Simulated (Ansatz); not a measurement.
Reaction (SMILES): C(B(Br)C=C)=C + 7 [H][H] (H2) -> B (BH3) + Br (HBr) + 4 C (CH4)

Wanted: energy of full hydrogenation (electronic), in kcal/mol. Set-up: spin-orbit terms left out; no dispersion term unless named; non-relativistic. First-principles rows: single points at B3LYP-D3(BJ) geometries (Ansatz, a program for electronic structure).

```json
[
 {"species": "C=CB(Br)C=C", "coefficient": "-1", "E at B3LYP/STO-3G (Ansatz), Eh": "-2724.67142", "E at wB97M-V/def2-TZVPD (Ansatz), Eh": "-2754.87578"},
 {"species": "[H][H] (H2)", "coefficient": "-7", "E at B3LYP/STO-3G (Ansatz), Eh": "-1.16533", "E at wB97M-V/def2-TZVPD (Ansatz), Eh": "-1.16077"},
 {"species": "B (BH3)", "coefficient": "+1", "E at B3LYP/STO-3G (Ansatz), Eh": "-26.29321", "E at wB97M-V/def2-TZVPD (Ansatz), Eh": "-26.58282"},
 {"species": "Br (HBr)", "coefficient": "+1", "E at B3LYP/STO-3G (Ansatz), Eh": "-2546.57302", "E at wB97M-V/def2-TZVPD (Ansatz), Eh": "-2574.60901"},
 {"species": "C (CH4)", "coefficient": "+4", "E at B3LYP/STO-3G (Ansatz), Eh": "-40.03875", "E at wB97M-V/def2-TZVPD (Ansatz), Eh": "-40.49098"}
]
```

 1 Eh = 627.5095 kcal/mol.

**Question.** Work the quantity out at each level.

**Answer.** 
- B3LYP/STO-3G: the sum of coefficient times E is -0.19250 Eh, or -120.80 kcal/mol. Result: -120.8 kcal/mol.
- wB97M-V/def2-TZVPD: the sum of coefficient times E is -0.15458 Eh, or -97.00 kcal/mol. Result: -97.0 kcal/mol.
